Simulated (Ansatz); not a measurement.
Ansatz (a first-principles code) input:

Ansatz 0.2 input:
```yaml
crystal:
  periodic: [false, false, false]
  atoms:
    - {symbol: C, position_ang: [-0.10672706, 1.17701571, 0.00465963]}
    - {symbol: S, position_ang: [-0.07971376, -0.57493956, -0.00524580]}
    - {symbol: H, position_ang: [1.23704338, -1.08526133, 0.02135005]}
    - {symbol: H, position_ang: [0.31907715, 1.60569335, 0.91824252]}
    - {symbol: H, position_ang: [0.35966191, 1.61650670, -0.88361760]}
basis:
  gaussian:
    orbitals: def2-TZVPD
hamiltonian:
  xc: {name: B97M-V}
total_charge: -1
output: {forces: true}
```

### Question
Predict the final energy.

### Answer
-437.98446 Eh (B97M-V/def2-TZVPD). The basis has 110 functions.

It need not be the lowest isomer of its formula. Whether it binds its extra electron was not tested at this geometry.
